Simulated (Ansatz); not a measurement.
# SiNHF (doublet): wave-function methods side by side, def2-QZVPP

An exercise on one series of results from a longer session: the logs are not shown, and one member is left open.

Program: Ansatz 0.2.0, Gaussian basis. Level of theory: def2-QZVPP, core rule «outside noble gas», up to 7 orbitals frozen. These are calculated values, not measurements.

To be run: UHF; ROHF; CCSD(T) on UHF.

**The system**

The geometry is a PBE0/def2-TZVP stationary point (not a proven minimum) of the parent state, kept for this charge and spin.

4 atoms, charge 0, spin multiplicity 2.

Atoms are counted from 1 here; the program's logs count them from 0.

Bond lengths: F1–Si3 1.600 Å, N2–Si3 1.831 Å, Si3–H4 1.500 Å. Angles: F1–Si3–N2 105.3°, F1–Si3–H4 106.8°, N2–Si3–H4 106.4°.

Set-up of the first run:

The input, in.yaml:

```yaml
crystal:
  periodic: [false, false, false]
  atoms:
    - {symbol: F, position_ang: [0.072839, -0.480480, 1.191357]}
    - {symbol: N, position_ang: [0.078200, -0.504380, -1.538768]}
    - {symbol: Si, position_ang: [-0.125489, 0.523752, -0.037976]}
    - {symbol: H, position_ang: [1.037026, 1.471534, -0.014144]}
basis:
  gaussian: {orbitals: "def2-QZVPP.json"}
magnetization: {spin_polarized: true, initial_magnetization: 1}
hamiltonian: {xc: hf}
output: {orbitals: {seedname: orbitals}}
```

On the command line:

```sh
$ ansatz run in.yaml --threads 1 --pin off --events-out ev --progress --plain --max-ram 2393MiB
```

Among the steps run: UHF; ROHF; CCSD(T) on UHF.

One of the session's tables, all rows but one given; the rest of the session is left out.

It belongs to the step «Misses and costs». 

| method | from UCCSD(T) (kcal/mol) |
| --- | --- |
| ROHF | +400.13 |
| UHF | +353.24 |
| UMP2 | ? |
| UCCSD | +13.15 |
| UCCSD(T) | 0 |

**Question.** Estimate the row for UMP2.

The run gave: from UCCSD(T) (kcal/mol): +31.08. In the column «from UCCSD(T) (kcal/mol)» it lies between UCCSD (+13.15) and UHF (+353.24).

Caveats from the session: The determinant is far from a pure spin state, so its energy mixes those of several spin states (harmless only where they are near-degenerate, as at dissociation).
